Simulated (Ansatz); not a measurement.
Input file:

```yaml
crystal:
  periodic: [false, false, false]
  atoms:
    - {symbol: B, position_ang: [0.000000, 0.000000, 1.601001]}
    - {symbol: B, position_ang: [0.000000, 0.000000, 0.008300]}
    - {symbol: S, position_ang: [0.000000, 0.000000, -1.609301]}
basis:
  gaussian: {orbitals: STO-3G}
total_charge: 1
magnetization: {spin_polarized: true, initial_magnetization: 1}
hamiltonian: {xc: hf}
scf: {lower_state_search: off}
output: {orbitals: {seedname: orbitals}}
```

```sh
$ ansatz run in.yaml --threads 1 --pin off --events-out ev --progress --plain --max-ram 2393MiB
```

The program prints:

```
these checks for a lower state are left out or cut short: stability, starts, cluster_reference, orbital_swaps, neighbouring_geometries, increment
222 factors; integrals over basis functions are off by at most 2.3e-4 eV
mean field evaluation 1: about -12008.4905 eV, gradient 2.5e1 eV
mean field evaluation 2: about -12008.5009 eV, gradient 2.5e1 eV
mean field evaluation 4: about -12014.9361 eV, gradient 3.8e0 eV
mean field evaluation 8: about -12015.2305 eV, gradient 7.0e-1 eV
mean field evaluation 16: about -12015.9926 eV, gradient 3.3e-5 eV
mean field -12015.99257423 eV, -441.5795823705 hartree, gradient 1.7e-6 eV, S^2 1.720012; 0 other end points of the search recorded, 0 dependent functions left out
reference -12015.99257423 eV, -441.5795823705 hartree; 13, 12 occupied and 6, 7 virtual orbitals, 222 factors
Total energy: -12015.99257423 eV, -441.5795823705 hartree
Checks for a lower state left out: stability, starts, cluster_reference, orbital_swaps, neighbouring_geometries, increment
```

Ran on 1 thread of AMD EPYC, shared host: 0.64 s wall, 0.07 GiB peak host memory.
